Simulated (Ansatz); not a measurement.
Ansatz (a first-principles code) input:
A basis named .json is the Basis Set Exchange file of that set.

Ansatz 0.2 input:
```yaml
crystal:
  periodic: [false, false, false]
  atoms:
    - {symbol: C, position_ang: [1.22920517, 0.00086102, -0.15673398]}
    - {symbol: C, position_ang: [-0.04880007, 0.40448650, 0.17084702]}
    - {symbol: H, position_ang: [1.41323049, -0.97923889, -0.57911476]}
    - {symbol: H, position_ang: [2.08206806, 0.64641406, -0.00300865]}
    - {symbol: H, position_ang: [-0.16881649, 1.39926000, 0.59101947]}
    - {symbol: C, position_ang: [-1.18599328, -0.35902906, 0.00545096]}
    - {symbol: H, position_ang: [-2.16174989, 0.01404037, 0.28197140]}
    - {symbol: H, position_ang: [-1.13120307, -1.35838636, -0.40825144]}
basis:
  gaussian:
    orbitals: cc-pVQZ
    fitting: {mean_field: def2-universal-jkfit, correlation: cc-pVQZ-RIFIT.json}
magnetization: {spin_polarized: true, initial_magnetization: 1}
correlation: {method: mp2, electrons: outside_noble_gas}
```

**Question.** Predict the final energy.

**Answer.** -117.00540 Eh (RI-MP2/cc-pVQZ). The basis has 315 functions.

It need not be the lowest isomer of its formula.

The determinant is spin-contaminated: <S^2> is 0.95 against 0.75 for a pure state.
